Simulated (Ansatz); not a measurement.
1T (CdI2-type) PtS₂

Method: PBEsol+SOC (plane waves, PAW; Ansatz, a quantum-chemistry and plane-wave program).

Numerical settings: plane-wave cutoff 520 eV, 24×24×16 k mesh (along the axes of the cell as run), PAW data made under PBE.

Cell: relaxed at this level.

```
Property                                          Value
---------------------------------------------  --------
elastic constant C11                            220 GPa
elastic constant C12                           64.4 GPa
elastic constant C13                           23.0 GPa
elastic constant C33                           17.8 GPa
elastic constant C44                           34.7 GPa
elastic constant C66                           77.6 GPa
Voigt–Reuss–Hill bulk modulus                  46.4 GPa
Voigt–Reuss–Hill shear modulus (Hill average)  38.1 GPa
Young modulus                                  89.7 GPa
Poisson ratio                                     0.178
```

Note: the cell comes from a level without a dispersion term, which matters for the spacing of layers, chains or molecules.

Elastic constants are with the ions relaxed.

Computing time: very roughly 11 core-hours.
